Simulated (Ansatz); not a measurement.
A nudged elastic band was laid between two geometries of H₂O₄S (7 atoms, charge 0, multiplicity 1).

These are results of RKS PBE0/def2-SVP (Ansatz 0.2.0), not measurements.

```
movable images  : 7
climbing image  : yes
spring          : 5.0 eV/Å²
optimiser       : quadratic models (default)
start path      : through a guess of the saddle point
force threshold : 0.05 eV/Å
iteration limit : 60
end points      : relaxed
```

Image 0:

```xyz
7
Properties=species:S:1:pos:R:3
O 0.387 -1.606 0.867
S -0.027 -0.480 0.090
O -0.954 -0.543 -1.021
O -0.583 0.612 1.128
O 1.313 0.233 -0.440
H -1.254 1.146 0.675
H 1.117 0.638 -1.299
```

Image 8:

```xyz
7
Properties=species:S:1:pos:R:3
O 0.247 -1.665 0.757
S 0.114 -0.299 0.353
O -1.205 -0.141 -0.565
O 0.111 0.812 1.280
O 1.236 -0.066 -0.761
H -1.796 0.477 -0.108
H 1.293 0.883 -0.956
```

What changes between the two ends?

Bonds broken: O4–H6. Bonds formed: O3–H6.

What energy profile does the band end with?

It converged. The highest image is number 4 of 0 to 8, 31.9 kcal/mol above the ends, which have the same energy within 2 meV. A vibrational analysis at the climbing image gives one clearly imaginary mode, 1792i cm⁻¹: a first-order saddle point. The orbitals stay closed-shell, which can raise the energy where a bond breaks towards radicals; this wasn't checked here.

```csv
image,path coordinate (Å),energy (kcal/mol),O4–H6 (Å),O3–H6 (Å)
0,0.00,0.0,0.97,2.41
1,0.31,0.0,0.97,2.36
2,0.62,2.6,0.97,2.06
3,0.94,15.3,1.03,1.65
4,1.25,31.9,1.28,1.28
5,1.50,19.6,1.57,1.06
6,1.74,6.3,1.89,0.98
7,1.99,0.8,2.22,0.97
8,2.24,0.0,2.38,0.97
```

What is the geometry of the highest image?


```xyz
7
Properties=species:S:1:pos:R:3:forces:R:3
O 0.381 -1.633 0.869 0.00 -0.01 0.00
S 0.040 -0.400 0.235 0.00 0.01 -0.01
O -1.169 -0.307 -0.702 0.00 0.00 0.00
O -0.430 0.803 1.060 0.00 0.00 0.00
O 1.336 0.038 -0.585 0.00 0.00 0.00
H -1.325 0.621 0.165 0.00 0.00 0.00
H 1.167 0.878 -1.041 0.00 0.00 0.00
```

What are the harmonic wavenumbers there?

1792i, 212, 394, 426, 488, 511, 695, 873, 1006, 1069, 1145, 1166, 1427, 2215, 3810 cm⁻¹.

The run took 2.2 min on 2 threads of Arm Neoverse V2, with other jobs on the host, peak memory 0.16 GiB.
